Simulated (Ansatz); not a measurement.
System: rhombohedral A7 Bi. Method: LDA (Ansatz, a first-principles code, plane waves, PAW).

Numerical settings: plane-wave cutoff 520 eV, 16×16×16 k mesh, Fermi–Dirac smearing 0.05 eV, scalar-relativistic PAW data made under PBE.

Response to compression and expansion:

Shape and atoms are relaxed at each volume.

```csv
V (Å³/atom),P (GPa),c (Å),a (Å)
32.155,1.93,11.232,4.453
32.825,0.89,11.361,4.474
33.495,0.01,11.501,4.492
34.164,-0.76,11.636,4.510
34.834,-1.41,11.778,4.527
```

Note: the bulk modulus comes from volumes at which shape and atoms were relaxed.
